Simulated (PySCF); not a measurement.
How methods differ on the ionisation energy of O

O [He] 2s2 2p4 (3P) → O⁺ [He] 2s2 2p3 (4S), as a difference of total energies. All numbers are calculated (PySCF 2.14, the non-relativistic Hamiltonian (point nucleus), in def2-QZVPPD). Correlated levels: valence and next inner shell: nothing frozen. The calculations carry no spin-orbit coupling.

| method | ionisation energy (eV) |
| --- | --- |
| UHF | 12.023 |
| MP2 (valence and next inner shell) | 13.420 |
| SCS-MP2 (valence and next inner shell) | 13.537 |
| CCSD (valence and next inner shell) | 13.452 |
| CCSD(T) (valence and next inner shell) | 13.502 |

**Question.** How much does correlation contribute at CCSD(T) (valence and next inner shell)?

**Answer.** 13.502 − (12.023) = 1.479 eV, measured against UHF.

Errors of the correlated levels include the incompleteness of this basis.

For comparison: 13.608 eV (measured; NIST levels, between the centres of gravity of the two terms).
